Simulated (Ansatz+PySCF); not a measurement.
Two shapes of doublet CHN(+).

Shape 1:

```xyz
3

C     0.0000    0.0000   -0.0547
N     0.0000    0.0000    1.1528
H     0.0000    0.0000   -1.0981
```

Shape 2:

```xyz
3

C     0.0000    0.0000   -0.0213
N     0.0000    0.0000    1.1361
H     0.0000    0.0000   -1.1148
```

Basis set: cc-pVTZ (spherical functions). Left uncorrelated: 2 orbitals. Correlation on ROHF uses semicanonical orbitals with singles. Charge 1, multiplicity 2.

Computed with Ansatz (development build ahead of 0.2.0) and PySCF 2.14.0; each method stands on the lowest determinant of its kind that the runs found.

Problem. Which shape is lower in energy, and by how much in each method?

Solution.

```json
{"method": "ROHF", "E(2) − E(1) (eV)": "-0.037"}
{"method": "UHF", "E(2) − E(1) (eV)": "-0.029"}
{"method": "ROHF-CCSD(T)", "E(2) − E(1) (eV)": "0.149"}
```

The methods disagree on the order.
